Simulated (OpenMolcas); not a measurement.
# SiH4O2: a line through the functionals

SiH4O2: 7 atoms, total charge 0, spin state singlet. As SMILES, `O[SiH2]O`. Geometry: relaxed at PBE0-D4/def2-TZVP. This is one conformer, not always the lowest.

The HOMO–LUMO gap y, in eV, basis def2-SVPD; a is the functional's share of exact exchange. Programs: OpenMolcas 26.06.

| functional | program | a | y (eV) |
| --- | --- | --- | --- |
| r2SCAN | OpenMolcas | 0 | 7.76 |
| BLYP | OpenMolcas | 0 | 6.66 |
| B3LYP | OpenMolcas | 0.2 | ? |
| PBE0 | OpenMolcas | 0.25 | 9.00 |
| BHLYP | OpenMolcas | 0.5 | 10.95 |

Problem. Fit y = c + s·a to the known rows and predict B3LYP.

Solution. 
1. Means of the 4 rows: a = 0.1875, y = 8.592.
2. Σ(Δa)² = 0.17188, Σ(Δa·Δy) = 1.2806, so the slope is 1.2806/0.17188 = 7.4505.
3. Intercept: 8.592 − (7.4505) × 0.1875 = 7.195. The largest residual of the fit is 0.56.
4. B3LYP: 7.195 + (7.4505) × 0.2 = 8.69 eV.

The run gave 8.48 eV, so the prediction is off by +0.21 eV, within the largest residual. Exact exchange lowers occupied levels and raises empty ones. The rows mix families of semi-local functionals, which the line can't see.
